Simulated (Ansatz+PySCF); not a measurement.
Values are calculated unless marked as measured or tabulated.
Several solutions for singlet NH3

```xyz
4

N     0.0000    0.0000    0.1216
H     1.8717    0.0000   -0.6890
H    -0.4679    0.8105   -0.2837
H    -0.4679   -0.8105   -0.2837
```

Basis set: 6-31G (spherical functions). Charge 0, multiplicity 1.

PBE0 (unrestricted) was run from several starts with Ansatz (development build ahead of 0.2.0) and PySCF 2.14.0.

```json
{"run": "A", "program": "Ansatz", "start": "atomic start, no search", "converged": "yes", "energy (hartree)": "-56.28756", "<S²>": "0.00"}
{"run": "B", "program": "Ansatz", "start": "stability test followed", "converged": "yes", "energy (hartree)": "-56.30172", "<S²>": "0.64"}
{"run": "C", "program": "Ansatz", "start": "search for the lowest state", "converged": "yes", "energy (hartree)": "-56.30172", "<S²>": "0.64"}
{"run": "D", "program": "PySCF", "start": "program defaults", "converged": "yes", "energy (hartree)": "-56.28756", "<S²>": "0.00"}
```

**Question.** Which runs reached the lowest solution of this kind, and what is wrong with the others?

**Answer.** B, C reached the lowest solution found. Converged but too high: A by 0.39 eV, D by 0.39 eV. Convergence only shows a stationary point, and even a stable one can lie too high; stability tests and further starts are what find lower ones. Caution: charge can spread falsely over distant fragments. Caution: the unrestricted determinant is spin contaminated.
